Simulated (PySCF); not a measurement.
# Excitation energies in several basis sets

Species: thioacrolein, C₃H₄S.
SMILES: `C=CC=S`

TDDFT with PBE0 (PySCF), vertical singlets, core orbitals frozen in the response, spherical d and f functions. Isolated species at its PBE0-D3(BJ)/def2-SVP geometry (one conformer only).

| basis | functions | diffuse | S1 (eV) | S2 (eV) | S3 (eV) | S4 (eV) | S5 (eV) | LUMO (eV) | α (au) |
| --- | --- | --- | --- | --- | --- | --- | --- | --- | --- |
| 6-31G* | 68 | no | 2.18 | 5.06 | 6.10 | 6.32 | 6.62 | -2.57 | 51.5 |
| def2-SVP | 80 | no | 2.08 | 5.11 | 5.88 | 6.28 | 6.55 | -2.62 | 51.7 |
| 6-31+G* | 84 | yes | 2.14 | 4.93 | 5.66 | 5.97 | 6.29 | -2.79 | 60.8 |
| def2-SVPD | 119 | yes | 2.11 | 4.92 | 5.68 | 6.25 | 6.29 | -2.85 | 65.5 |
| aug-cc-pVDZ | 132 | yes | 2.13 | 4.89 | 5.54 | 5.68 | 6.03 | -2.80 | 66.2 |
| def2-TZVP | 154 | no | 2.10 | 4.92 | 5.69 | 6.21 | 6.49 | -2.76 | 60.5 |
| def2-TZVPD | 193 | yes | 2.10 | 4.86 | 5.60 | 5.99 | 6.20 | -2.81 | 66.7 |
| aug-cc-pVTZ | 280 | yes | 2.12 | 4.87 | 5.54 | 5.67 | 6.01 | -2.81 | 66.9 |

Problem. Compare the sets with the largest diffuse one.

Solution. States are compared by their number. Against the largest diffuse basis here (aug-cc-pVTZ, itself not a converged limit), sets without diffuse functions differ by up to 0.06 eV in S1 and 0.61 eV in S5; the smaller diffuse sets differ by up to 0.03 and 0.28 eV. State by state, the largest deviation of a set without diffuse functions is S1 0.06, S2 0.24, S3 0.57, S4 0.66, S5 0.61 eV. The same number needn't mean the same state in each row. Against aug-cc-pVTZ the polarisability deviates by -23% in 6-31G*, -23% in def2-SVP, -9% in 6-31+G*, -2% in def2-SVPD, -1% in aug-cc-pVDZ, -10% in def2-TZVP, 0% in def2-TZVPD. A single + in a Pople set puts diffuse functions on heavy atoms only.
